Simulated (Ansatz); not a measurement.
# BCl2H3: the cost of one run

Program: Ansatz 0.2.0. Level of theory: RKS B3LYP-D4/def2-SVP. These are calculated values, not measurements.

## 1. The starting structure

Bond lengths: B1–Cl3 1.860 Å, B1–H4 1.190 Å, B1–Cl5 2.160 Å, Cl5–H6 1.527 Å. Angles: Cl3–B1–H4 120.0°, Cl3–B1–Cl5 88.5°, H4–B1–Cl5 110.0°, B1–Cl5–H6 58.2°.

Structure file:

```xyz
6

B     0.0000    0.0000    0.0000
H     0.0000    0.0000    1.5400
Cl    1.6108    0.0000   -0.9300
H    -1.0305    0.0000   -0.5950
Cl    0.4607    1.9974    0.6811
H     0.1970    0.8543    1.6586
```

## 2. Pulling towards end A

Springs on the bonds that form and break draw the guess towards this end; the thresholds are loose.

Contents of input.yaml:

```yaml
crystal:
  periodic: [false, false, false]
  atoms:
    - { symbol: B, position_ang: [0.0, 0.0, 0.0] }
    - { symbol: H, position_ang: [0.0, 0.0, 1.54] }
    - { symbol: Cl, position_ang: [1.6108, 0.0, -0.93] }
    - { symbol: H, position_ang: [-1.0305, 0.0, -0.595] }
    - { symbol: Cl, position_ang: [0.4607, 1.9974, 0.6811] }
    - { symbol: H, position_ang: [0.197, 0.8543, 1.6586] }
basis:
  gaussian: { orbitals: def2-SVP }
hamiltonian:
  xc: b3lyp
  dispersion: d4
relax:
  f_tol: 0.15
  max_steps: 25
  restrain:
    - { distance: [0, 4], at: 3.06, k: 30.0 }
    - { distance: [5, 1], at: 1.86, k: 30.0 }
    - { distance: [0, 1], at: 1.19, k: 30.0 }
    - { distance: [5, 4], at: 1.37, k: 30.0 }
```

Run with:

```console
ansatz run input.yaml --threads 1 --pin off --max-ram 2048MiB --backend cpu --events-out ev --progress --plain --runs-dir out
```

What time and memory should one allow on 1 thread of Arm Neoverse V1, shared host?

About 18 s, with a peak of 0.12 GiB.
